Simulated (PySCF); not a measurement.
## isopropylamine, C3H9N

Geometry:
| atom | x (Å) | y (Å) | z (Å) |
| --- | --- | --- | --- |
| C1 | 1.317 | -0.417 | 0.114 |
| C2 | -0.108 | -0.131 | -0.319 |
| C3 | -0.514 | 1.291 | 0.016 |
| N4 | -1.004 | -1.052 | 0.372 |
| H5 | 1.413 | -0.296 | 1.196 |
| H6 | 2.018 | 0.260 | -0.379 |
| H7 | 1.609 | -1.441 | -0.139 |
| H8 | -0.157 | -0.249 | -1.416 |
| H9 | 0.133 | 2.012 | -0.489 |
| H10 | -1.544 | 1.492 | -0.293 |
| H11 | -0.447 | 1.455 | 1.095 |
| H12 | -1.960 | -0.914 | 0.067 |
| H13 | -0.760 | -2.012 | 0.159 |

Computed with PySCF, quadratic response CAM-B3LYP/def2-TZVPD first hyperpolarisability, Taylor convention, gas phase. Geometry: PBE0-D3(BJ)/def2-TZVP.

**Question.** Give the tensor of the second harmonic β(−2ω;ω,ω) at 1907 nm in the axes of these coordinates.

**Answer.** In au, Taylor convention; rows are the first index (the induced dipole):
|  | xx | yy | zz | xy | xz | yz |
| --- | --- | --- | --- | --- | --- | --- |
| x | +0.8 | -14.8 | -16.0 | -13.4 | +11.0 | +14.2 |
| y | -13.4 | -0.7 | -18.7 | -14.9 | +14.3 | +11.0 |
| z | +10.9 | +10.9 | -27.8 | +14.2 | -15.5 | -18.1 |

Norm of βᵢ = ⅓ Σⱼ (βᵢⱼⱼ + βⱼᵢⱼ + βⱼⱼᵢ): 44.3 au, hyper-Rayleigh value 26.2 au.
